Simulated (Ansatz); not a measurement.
# Low-lying states of C4H4

Calculated in Ansatz's Gaussian-basis code. State-averaged CASSCF with equal weights; occupations are averaged over the states; levels count from the state that is lowest in CASSCF. CASSCF levels without dynamic correlation can be off by over 1 eV. No symmetry is imposed, so a solution can break that of the shape. Lower solutions, or ones in other orbitals, may exist.

Geometry:

```json
{"atom": "C", "x (Å)": "0.0022", "y (Å)": "0.0190", "z (Å)": "0.2569"}
{"atom": "C", "x (Å)": "0.0165", "y (Å)": "0.6732", "z (Å)": "-1.0258"}
{"atom": "C", "x (Å)": "0.0132", "y (Å)": "-0.6532", "z (Å)": "-1.0094"}
{"atom": "C", "x (Å)": "0.0174", "y (Å)": "-0.0081", "z (Å)": "1.5872"}
{"atom": "H", "x (Å)": "-0.0008", "y (Å)": "1.5955", "z (Å)": "-1.5794"}
{"atom": "H", "x (Å)": "-0.0128", "y (Å)": "-1.5686", "z (Å)": "-1.6024"}
{"atom": "H", "x (Å)": "0.0191", "y (Å)": "0.9258", "z (Å)": "2.1453"}
{"atom": "H", "x (Å)": "-0.0172", "y (Å)": "-0.9308", "z (Å)": "2.1604"}
```

Basis cc-pVTZ, nonrelativistic, 4 orbitals frozen in the corrections; active space CAS(4,4). Averaged: 1 singlet, 1 triplet.

Problem. Give the levels in order, with their spins.

Solution. 

| state | CASSCF (eV) |
| --- | --- |
| singlet | 0.000 |
| triplet | 3.421 |

Occupations: 1.94, 1.44, 0.54, 0.08.

Same geometry.

Basis cc-pVTZ, nonrelativistic, 4 orbitals frozen in the corrections; active space CAS(4,4). Averaged: 3 triplets.

Problem. Give the levels in order.

Solution. 

| state | CASSCF (eV) |
| --- | --- |
| triplet | 0.000 |
| triplet | 1.434 |
| triplet | 3.908 |

Occupations: 1.63, 1.19, 0.70, 0.48.

Same geometry.

Basis cc-pVTZ, nonrelativistic, 4 orbitals frozen in the corrections; active space CAS(4,4). Averaged: 1 triplet, 1 quintet.

Problem. Give the levels in order, with their spins.

Solution. 

```
  state  CASSCF (eV)
triplet        0.000
quintet        6.677
```

Occupations: 1.46, 1.00, 1.00, 0.54.
